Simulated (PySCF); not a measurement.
PySCF job for AlCl₃, SMILES [Cl][Al]([Cl])[Cl], PBE-D3(BJ)/def2-SVP. The structure is a stationary point at PBE-D3(BJ)/def2-SVP. The isomer is the one that the SMILES or the coordinates give; other isomers of the formula were not compared.

```python
import numpy as np
from pyscf import gto, scf, dft, df
from pyscf.hessian import thermo

mol = gto.M(
    atom='''
    Al    0.00000000    0.00000000    0.00000000
    Cl    2.09235626    0.00000000    0.00000000
    Cl   -1.04617813   -1.81203368    0.00000000
    Cl   -1.04617813    1.81203368    0.00000000
    ''',
    basis='def2-SVP',
    charge=0,
    spin=0,
    max_memory=1600,
    verbose=3,
)
mf = dft.RKS(mol, xc='pbe').density_fit(auxbasis='def2-universal-jkfit')
mf.disp = 'd3bj'
mf.grids.level = 3
mf.conv_tol = 1e-11
mf.max_cycle = 100
mf.kernel()

# [left out here: the lines that compute and print the analytic Hessian (its translational invariance restored by hand, since the grid's response is missing), thermochemistry and intensities]
```

Log of the run:

```
converged SCF energy = -1622.02883955028

WARN: DFTD3 does not support analytical Hessian, using finite difference


WARN: Mole.unit (angstrom) is changed to Bohr

Mode                                 0                   1                   2
Irrep
Freq [cm^-1]                      142.0979            142.1129            195.3168
Reduced mass [au]                  34.1681             34.1680             28.3521
Force const [Dyne/A]                0.4065              0.4066              0.6373
Char temp [K]                     204.4472            204.4688            281.0174
Normal mode                   x     y     z       x     y     z       x     y     z
       0  Al                -0.00 -0.07  0.00    0.07 -0.00  0.00   -0.00  0.00  0.17
       1  Cl                -0.00  0.11 -0.00    0.07  0.00 -0.00   -0.00 -0.00 -0.04
       2  Cl                -0.08 -0.03 -0.00   -0.06  0.08 -0.00    0.00  0.00 -0.04
       3  Cl                 0.08 -0.03 -0.00   -0.06 -0.08 -0.00   -0.00  0.00 -0.04
Mode                                 3                   4                   5
Irrep
Freq [cm^-1]                      372.7840            619.9927            620.0086
Reduced mass [au]                  35.4500             29.2292             29.2292
Force const [Dyne/A]                2.9026              6.6197              6.6201
Char temp [K]                     536.3532            892.0315            892.0543
Normal mode                   x     y     z       x     y     z       x     y     z
       0  Al                 0.00 -0.00 -0.00    0.16  0.00 -0.00   -0.00  0.16  0.00
       1  Cl                -0.10  0.00  0.00   -0.08 -0.00  0.00    0.00 -0.00 -0.00
       2  Cl                 0.05  0.08  0.00   -0.02 -0.03  0.00   -0.03 -0.06 -0.00
       3  Cl                 0.05 -0.08  0.00   -0.02  0.03  0.00    0.03 -0.06 -0.00
temperature 298.1500 [K]
pressure 101325.00 [Pa]
Rotational constants [GHz] 2.17089 2.17089 1.08545
Symmetry number 6
Zero-point energy (ZPE) 0.00477 [Eh]   12514.810 [J/mol]
                           tot       elec      trans        rot        vib
Entropy [J/mol/K]       314.533      0.000    169.768    104.479     40.287
Cv [J/mol/K]             63.336      0.000     12.472     12.472     38.392
Cp [J/mol/K]             71.650      0.000     20.786     12.472     38.392
Internal energy [J/mol]                      3718.434   3718.434  19125.222
Internal energy [Eh]   -1622.01872  -1622.02884
Enthalpy [J/mol]                             6197.391   3718.434  19125.222
Enthalpy [Eh]          -1622.01778
Gibbs free energy [J/mol]                  -44418.876 -27431.965   7113.732
Gibbs free energy [Eh] -1622.05350
mode   freq/cm-1   IR/(km/mol)
   1      142.10         6.534
   2      142.11         6.535
   3      195.32        31.869
   4      372.78         0.000
   5      619.99       147.614
   6      620.01       147.608
max |gradient| / (hartree/bohr): 4.111678837355175e-05
APT charges: [ 1.4872 -0.4958 -0.4957 -0.4957]
```

The run converged.
